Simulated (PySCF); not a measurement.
# C3H3−: electronic structure in real space

For C3H3−, the scripts below analyse its density (charges, bond critical points, surface potential) and measure its response to a uniform field.

Program: PySCF 2.14.0. Level of theory: levels as typed in each script, gas phase, geometry from GFN2-xTB. These are calculated values, not measurements.

1 further run of the same task is left out (it didn't finish).

## (1) The starting structure

SMILES `[CH-]1C=C1`, 6 atoms, charge -1, spin multiplicity 1.

Bond lengths: C1–C2 1.554 Å, C1–C3 1.554 Å, C1–H4 1.222 Å, C2–C3 1.301 Å, C2–H5 1.089 Å, C3–H6 1.089 Å. Angles: C2–C1–C3 49.5°, C2–C1–H4 106.7°, C3–C1–H4 106.7°, C1–C2–C3 65.2°, C1–C2–H5 151.9°, C3–C2–H5 141.8°, C1–C3–C2 65.3°, C1–C3–H6 151.9°, C2–C3–H6 141.8°.

Geometry (Å):

```xyz
6

C    -0.9710    0.0006   -0.1832
C     0.4311    0.6503   -0.0151
C     0.4301   -0.6508   -0.0152
H    -1.4920    0.0007    0.9217
H     1.0764    1.5055    0.1796
H     1.0741   -1.5070    0.1795
```

## (2) Density, bond paths and surface potential (PBE0/6-31+g*)

input.py

```python
import numpy as np
from pyscf import gto, scf, dft
from pyscf.scf import atom_ks, atom_hf
from scipy.linalg import block_diag

def solve(mol, dm0=None, hcore=None):
    mf = (dft.UKS if mol.spin else dft.RKS)(mol, xc='pbe0')
    mf.grids.level = 3
    mf = mf.density_fit(auxbasis='def2-universal-jkfit')
    mf.conv_tol, mf.max_cycle = 1e-8, 80
    if hcore is not None:
        mf.get_hcore = lambda *args: hcore
    mf.kernel(dm0)
    if not mf.converged:
        mf = mf.newton().run(mf.mo_coeff, mf.mo_occ, max_cycle=30)
    assert mf.converged, 'SCF not converged'
    return mf

mol = gto.M(atom='''
C     -0.97098     0.00059    -0.18320
C      0.43109     0.65033    -0.01512
C      0.43013    -0.65079    -0.01515
H     -1.49196     0.00066     0.92175
H      1.07638     1.50553     0.17957
H      1.07415    -1.50695     0.17949
''', basis='6-31+g*', charge=-1, spin=0, verbose=4)
mf = solve(mol)
mf.analyze()
# spherically averaged free atoms, for the promolecule
atm = atom_ks.get_atm_nrks(mol, xc='pbe0')
pro = block_diag(*[(atm[a[0]][2] * atm[a[0]][3]) @ atm[a[0]][2].T for a in mol._atom])
np.savez('result.npz', e=mf.e_tot, c=mf.mo_coeff, occ=mf.mo_occ, eps=mf.mo_energy, pro=pro, dip=mf.dip_moment(verbose=0), s2=mf.spin_square()[0])
```

Started as:

```console
$ OMP_NUM_THREADS=1 python input.py
```

## (4) Response to an electric field (HF/def2-svpd)

input.py

```python
import numpy as np
from pyscf import gto, scf, dft
from pyscf.scf import atom_ks, atom_hf
from scipy.linalg import block_diag

def solve(mol, dm0=None, hcore=None):
    mf = scf.UHF(mol) if mol.spin else scf.RHF(mol)
    mf = mf.density_fit(auxbasis='def2-universal-jkfit')
    mf.conv_tol, mf.max_cycle = 1e-8, 80
    if hcore is not None:
        mf.get_hcore = lambda *args: hcore
    mf.kernel(dm0)
    if not mf.converged:
        mf = mf.newton().run(mf.mo_coeff, mf.mo_occ, max_cycle=30)
    assert mf.converged, 'SCF not converged'
    return mf

mol = gto.M(atom='''
C     -0.97098     0.00059    -0.18320
C      0.43109     0.65033    -0.01512
C      0.43013    -0.65079    -0.01515
H     -1.49196     0.00066     0.92175
H      1.07638     1.50553     0.17957
H      1.07415    -1.50695     0.17949
''', basis='def2-svpd', charge=-1, spin=0, verbose=4)
field = np.array([0.0, 0.0, 0.003])  # atomic units
mol.set_common_orig(mol.atom_charges() @ mol.atom_coords() / mol.atom_charges().sum())
mf = solve(mol)
out = dict(dm0=mf.make_rdm1(), d0=mf.dip_moment(unit='AU'), e0=mf.e_tot)
for name, sign in (('p', 1), ('m', -1)):
    h = mf.get_hcore() + sign * np.einsum('x,xij->ij', field, mol.intor('int1e_r'))
    mi = solve(mol, mf.make_rdm1(), h)
    out.update({'dm' + name: mi.make_rdm1(), 'd' + name: mi.dip_moment(unit='AU'), 'e' + name: mi.e_tot})
# spherically averaged free atoms, for the promolecule
atm = scf.atom_hf.get_atm_nrhf(mol)
pro = block_diag(*[(atm[a[0]][2] * atm[a[0]][3]) @ atm[a[0]][2].T for a in mol._atom])
np.savez('result.npz', pro=pro, **out)
```

(Steps that only read results are left out.)

Q: Predict the outcome of this session. Wanted: dipole moment; HOMO, LUMO; polarisability along the field.

As calculated:

| quantity | value |
| --- | --- |
| dipole moment (PBE0/6-31+g*) | 5.45 D |
| HOMO, LUMO (PBE0/6-31+g*) | 1.89, 4.25 eV |
| polarisability along the field (HF/def2-svpd) | 43.5 bohr³ |

In words: At PBE0/6-31+g*: The highest Hirshfeld charge is on H5 and H6 (+0.01 e), the lowest on C1 (−0.53 e). All values hold at the given geometry, in the gas phase.
